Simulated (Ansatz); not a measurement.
Input file:

```yaml
crystal:
  periodic: [false, false, false]
  atoms:
    - {symbol: O, position_ang: [0.000000, -0.111318, 0.000000]}
    - {symbol: H, position_ang: [0.000000, 0.883493, -1.414824]}
    - {symbol: H, position_ang: [0.000000, 0.883493, 1.414824]}
basis:
  gaussian: {orbitals: cc-pVDZ}
total_charge: 1
magnetization: {spin_polarized: false, initial_magnetization: 1}
correlation: {method: bccd_t, electrons: outside_noble_gas}
```

```sh
$ ansatz run in.yaml --threads 1 --pin off --events-out ev --progress --plain --max-ram 2393MiB
```

Output:

```
214 factors; integrals over basis functions are off by at most 1.2e-3 eV
mean field evaluation 1: about -2043.8838 eV, gradient 5.1e1 eV
mean field evaluation 2: about -2043.8838 eV, gradient 5.1e1 eV
mean field evaluation 4: about -2049.9694 eV, gradient 1.5e1 eV
mean field evaluation 8: about -2050.7811 eV, gradient 3.3e-1 eV
mean field evaluation 16: about -2050.7342 eV, gradient 3.0e0 eV
mean field evaluation 32: about -2050.7704 eV, gradient 4.4e-1 eV
mean field evaluation 64: about -2047.8511 eV, gradient 1.3e1 eV
mean field evaluation 96: about -2047.8658 eV, gradient 5.9e0 eV
mean field evaluation 128: about -2043.8852 eV, gradient 4.2e-3 eV
mean field evaluation 160: about -2048.2772 eV, gradient 7.2e-2 eV
...
cycle   7  -6.09023700 eV  change   -6.3e-4 eV  update   1.5e-3
cycle   8  -6.08996177 eV  change    2.8e-4 eV  update   9.6e-4
cycle   9  -6.08834982 eV  change    1.6e-3 eV  update   6.2e-4
cycle  10  -6.08688596 eV  change    1.5e-3 eV  update   3.4e-4
cycle  11  -6.08662276 eV  change    2.6e-4 eV  update   1.9e-4
cycle  12  -6.08634691 eV  change    2.8e-4 eV  update   1.1e-4
cycle  13  -6.08629396 eV  change    5.3e-5 eV  update   4.6e-5
cycle  14  -6.08626470 eV  change    2.9e-5 eV  update   1.4e-5
cycle  15  -6.08625365 eV  change    1.1e-5 eV  update   7.0e-6
cycle  16  -6.08625899 eV  change   -5.3e-6 eV  update   3.7e-6
perturbative correction -0.23238913 eV, -0.0085401430 hartree
Total energy: -2057.10107500 eV, -75.5970701529 hartree
```

For the same geometry and basis full CI lies 70.0 meV lower.

Ran on 1 thread of AMD EPYC 7R13, shared host: 1 s wall, 0.1 GiB peak host memory.
